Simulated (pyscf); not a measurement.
One four-centre exchange on the singlet surface with elements of a group swapped. CCSD(T)/def2-TZVPP + ΔMP2(QZVPP), kcal/mol, from the separated reactants. Single points on ωB97X-D3(BJ)/def2-SVP structures (PySCF, gas phase). Correlated levels are frozen-core, on RHF or UHF. ΔMP2 is the change of the MP2 total energy from the triple- to the quadruple-zeta basis.

```json
[
 {"step": "`[ClH]` + `[NH2][Si][Cl]` [singlet] → `[Cl][Si][Cl]` [singlet] + `[NH3]`", "barrier": "___", "reaction energy": "___", "imaginary mode (i cm⁻¹)": "589"},
 {"step": "`[ClH]` + `[NH2][Ge][Cl]` [singlet] → `[Cl][Ge][Cl]` [singlet] + `[NH3]`", "barrier": "1.1", "reaction energy": "-10.3", "imaginary mode (i cm⁻¹)": "310"}
]
```

### Question
Some entries are withheld; supply them.

### Answer

- `[ClH]` + `[NH2][Si][Cl]` [singlet] → `[Cl][Si][Cl]` [singlet] + `[NH3]`, barrier: 7.3
- `[ClH]` + `[NH2][Si][Cl]` [singlet] → `[Cl][Si][Cl]` [singlet] + `[NH3]`, reaction energy: -3.1

Row 1: On the product side the descent ends in an adduct with a N–Si contact, 26.0 kcal/mol under the separated species and 33.8 kcal/mol under the saddle at ωB97X-D3(BJ)/def2-TZVP. Row 2: On the reactant side the descent ends in a complex, 4.0 kcal/mol under the separated species and 1.9 kcal/mol under the saddle at ωB97X-D3(BJ)/def2-TZVP. On the product side the descent ends in an adduct with a Ge–N contact, 24.0 kcal/mol under the separated species and 34.4 kcal/mol under the saddle at ωB97X-D3(BJ)/def2-TZVP. Each row is the saddle that its search found. The CCSD(T) − MP2 part came from Ansatz, without density fitting, on the same reference. The frozen core leaves the outer d or s,p core shells of the metals and heavy elements correlated in the MP2 and CC values, and def2-TZVPP describes them poorly, which can shift differences by a few kcal/mol. Elements up to Kr have no core potential and no relativistic terms here.
